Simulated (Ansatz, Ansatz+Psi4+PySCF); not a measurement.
```yaml
atoms:
  - { symbol: C, position_ang: [-0.0005, 0.0006, -1.0223] }
  - { symbol: S, position_ang: [0.0006, 0.0001, 0.5839] }
  - { symbol: H, position_ang: [0.0000, -0.9294, -1.6137] }
  - { symbol: H, position_ang: [0.0001, 0.9304, -1.6135] }
```

Basis set: cc-pVTZ (spherical functions). Left uncorrelated: 6 orbitals. Charge 0, multiplicity 1.

Computed with Ansatz (development build ahead of 0.2.0); each method stands on the lowest determinant of its kind that the runs found. Restricted open shells among the atoms or ions are ROHF, correlated in semicanonical orbitals with singles.

(1) Give the atomization energy at this shape (free ground-state atoms in the same class of orbitals less the molecule, no zero-point energy) of singlet CH₂S by RHF-MP2, RHF.

Results:

(1)

| method | atomization energy |
| --- | --- |
| RHF-MP2 | 13.77 eV |
| RHF | 9.96 eV |
